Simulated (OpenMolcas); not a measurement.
**[PH2]− (SMILES [PH2-]) at 3 levels**

We compute a comparison of 3 runs (B2PLYP/3-21G, PBE0/3-21G, ACPF/3-21G) of [PH2]−. 

The results are computed with OpenMolcas 26.06.

1 further run of the same task is left out (set aside as unsound or not needed).

### Step 1. The structure to begin with

[PH2]− has 3 atoms, charge -1, and is taken as a singlet. SMILES: `[PH2-]`. The P1–H2 distance was set to 1.681 Å, away from the relaxed value.

Bond lengths: P1–H3 1.345 Å. A long bond or contact: P1–H2 1.681 Å.

### Step 2. The energy at B2PLYP/3-21G (run 1)

File geom.xyz:

```xyz
3

P      0.597238    -0.614483     0.265027
H      0.105590     0.990220     0.165130
H     -0.506182    -1.017553    -0.390203
```

File run.input:

```
* H2P Kohn-Sham DFT

&GATEWAY
 BasLib = $CurrDir
 Coord = geom.xyz
 Basis = 3-21G
 Group = NoSym

&SEWARD
 GridInput
 Grid=UltraFine
 End of Grid

&SCF
 Charge = -1
 KSDFT = B2PLYP_SCF
 Thresholds = 1e-10 1e-07 1e-07 1e-05
 PrOrbitals = 1 1

&MBPT2
 Frozen = 5
```

The basis set 3-21G is read from a file made from the Basis Set Exchange's data (not shown).

Command:

```bash
$ export MOLCAS_MEM=1860
$ pymolcas run.input > run.log
```

The log of the run:

```text
--- Start Module: gateway ---
[...]
--- Stop Module: gateway /rc=_RC_ALL_IS_WELL_ ---
[...]
      Basis functions           17
[...]
--- Start Module: scf ---
[...]
       Convergence after  13 Iterations
[...]
::    Total KS-DFT energy                            -340.5699560068
[...]
      Total spin, S                                     0.0000000000
[...]
      Total electronic charge=   18.000000
      Total            charge=   -1.000000
[...]
      Dipole Moment (debye):
      Origin of the operator (angstrom)=    0.5485   -0.5778    0.2420
                   X= -5.3106E-01               Y= -5.4214E-01               Z= -3.5282E-01           Total=  8.3691E-01
      Center of Charge (angstrom)
[...]
--- Stop Module: scf /rc=_RC_ALL_IS_WELL_ ---
[...]
--- Start Module: mbpt2 ---
[...]
 ###    WARNING: MP2 implementation intended for RHF references only         ###
 ###############################################################################
MBPT2 WARNING: Reference function according to RunFile:KS-DFT
I'll assume you know what you're doing and continue
WARNING!
Default frozen orbitals as non valence orbitals is overwritten by user input.
Default values:   5
[...]
       Reference weight ( Cref**2 )         =        0.95085
::    Total MBPT2 energy                             -340.6440241885
[...]
      Total MBPT2 calculations                           0.03      0.04
--- Stop Module: mbpt2 /rc=_RC_ALL_IS_WELL_ ---
[...]
```

Wall time 3.6 s (1 thread of Arm Neoverse V1, shared host); peak memory 0.37 GiB.

### Step 3. A single-point energy at PBE0/3-21G (run 2)

geom.xyz is that of step 2.

File run.inp:

```
* H2P Kohn-Sham DFT
>>> EXPORT MOLCAS_PRINT=2

&GATEWAY
  BasLib
  $CurrDir
  Coord
  geom.xyz
  Basis
  3-21G
  Group
  NoSym

&SEWARD
  GridInput
  Grid=UltraFine
  End of Grid

&SCF
  Charge
  -1
  KSDFT
  PBE0
  Thresholds
  1e-10 1e-07 1e-07 1e-05
  PrOrbitals
  1 1
```

The basis set 3-21G is read from a file made from the Basis Set Exchange's data (not shown).

Command:

```bash
$ export MOLCAS_MEM=1860
$ pymolcas run.inp > run.log
```

The log of the run:

```text
--- Start Module: gateway ---
[...]
--- Stop Module: gateway /rc=_RC_ALL_IS_WELL_ ---
--- Start Module: seward ---
[...]
      Basis functions           17
--- Stop Module: seward /rc=_RC_ALL_IS_WELL_ ---
--- Start Module: scf ---
[...]
       Convergence after  13 Iterations
[...]
::    Total KS-DFT energy                            -340.6224478414
[...]
      Total spin, S                                     0.0000000000
[...]
      Total electronic charge=   18.000000
      Total            charge=   -1.000000
[...]
      Dipole Moment (debye):
      Origin of the operator (angstrom)=    0.5485   -0.5778    0.2420
                   X= -6.9009E-01               Y= -3.8494E-01               Z= -4.2409E-01           Total=  8.9680E-01
      Center of Charge (angstrom)
[...]
--- Stop Module: scf /rc=_RC_ALL_IS_WELL_ ---
[...]
```

Run time: 3.6 s. Hardware: 1 thread of Arm Neoverse V1, shared host; peak memory 0.37 GiB.

### Step 4. The energy at ACPF/3-21G (run 3)

geom.xyz is that of step 3.

File run.inp:

```
* H2P ACPF
&gateway
baslib=$CurrDir
coord=geom.xyz
basis=3-21G
group=NoSym
&seward
&scf
charge=-1
thresholds=1e-10 1e-07 1e-07 1e-05
prorbitals=1 1
&motra
frozen=5
&guga
electrons=8
spin=1
inactive=4
active=0
ciall=1
&cpf
acpf
```

The basis set 3-21G is read from a file made from the Basis Set Exchange's data (not shown).

Command:

```bash
$ export MOLCAS_MEM=1860
$ pymolcas run.inp > run.log
```

The log of the run:

```text
--- Start Module: gateway ---
[...]
--- Stop Module: gateway /rc=_RC_ALL_IS_WELL_ ---
[...]
      Basis functions           17
[...]
       Convergence after  12 Iterations
[...]
::    Total SCF energy                               -340.0956334895
[...]
      Total spin, S                                     0.0000000000
[...]
      *** WARNING: Default frozen orbitals is overwritten by user input.
      *** Default values:   5
[...]
--- Start Module: guga ---
[...]
--- Stop Module: guga /rc=_RC_ALL_IS_WELL_ ---
--- Start Module: cpf ---
[...]
      Active orbitals                            0       0
[...]
      Spin quantum number                      0.0
[...]
     FINAL ACPF ENERGY        -340.17226125
     FINAL CORRELATION ENERGY   -0.07662776  REFERENCE ENERGY    -340.09563349
[...]
      Title:  ACPF natural orbitals
[...]
      Total electronic charge=   18.000000
      Total            charge=   -1.000000
[...]
      Dipole Moment (debye):
      Origin of the operator (angstrom)=    0.5485   -0.5778    0.2420
                   X= -5.7660E-01               Y= -4.0421E-01               Z= -3.6323E-01           Total=  7.9233E-01
      Quadrupole Moment (debye*angstrom):
[...]
--- Stop Module: cpf /rc=_RC_ALL_IS_WELL_ ---
[...]
```

Wall time 1.7 s (1 thread of Arm Neoverse V1, shared host); peak memory 0.37 GiB.

### Step 5. Overview of the runs

| run | level | frozen core orbitals | integration grid | energy (Eh) | HOMO energy (eV) | LUMO energy (eV) | HOMO–LUMO gap (eV) | wall time |
| --- | --- | --- | --- | --- | --- | --- | --- | --- |
| 1 | B2PLYP/3-21G | 5 | UltraFine | -340.589954 | 1.06 | 8.80 | 7.74 | 3.6 s |
| 2 | PBE0/3-21G | – | UltraFine | -340.622448 | 1.93 | 7.41 | 5.48 | 3.6 s |
| 3 | ACPF/3-21G | 5 | – | -340.172261 | -0.65 | 10.91 | 11.56 | 1.7 s |

### Step 6. Summary of results

```
                                                    quantity          value
                                         run 3: total energy  -340.17226 Eh
                  run 3: HOMO energy (Hartree–Fock orbitals)       -0.65 eV
                  run 3: LUMO energy (Hartree–Fock orbitals)       10.91 eV
run 3: HOMO–LUMO gap (to an unbound level, set by the basis)       11.56 eV
          run 3: correlation energy (5 core orbitals frozen)      -76.6 mEh
```

**Reading.** For B2PLYP the log adds the whole second-order term; the table takes 0.27 of it, as the functional is defined. Totals of different functionals can't be ranked against each other. In runs 1, 2 the HOMO lies above zero, so the outermost electron may be held by the basis alone. All runs together took 8.9 s, the longest 3.6 s.
